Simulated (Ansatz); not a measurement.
Results of r²SCAN (PAW; Ansatz, a program for electronic structure) for hcp Ru.

Run with plane-wave cutoff 600 eV, 30×30×16 k mesh (along the axes of the cell as run), Fermi–Dirac smearing 0.064 eV (set by the program), no spin polarisation, scalar-relativistic PAW data made under PBE.

Computed at the level's own relaxed cell.

Hill averages of the elastic tensor: K = 337.9 GPa, G = 210.1 GPa. Volume 13.495 Å³/atom, mean atomic mass 101.070 u.

### Question
Work out the density, the sound velocities of a polycrystal and the elastic Debye temperature, and Pugh's ratio at this level.

### Answer
ρ = 1.66054 × 101.070/13.495 = 12.437 g/cm³. v_l = √[(K + 4G/3)/ρ] = 7.049 km/s and v_t = √(G/ρ) = 4.110 km/s. The mean follows from 3/v_m³ = 1/v_l³ + 2/v_t³: v_m = 4.559 km/s. Θ_D = (ħ/k_B) v_m (6π²/V)^(1/3) = 76.38 K Å s/km × 4.559 × 1.6372 Å⁻¹ = 570 K, counting all atoms of the cell. K/G = 1.61, to be set beside Pugh's rough bound of 1.75 between brittle and ductile metals.
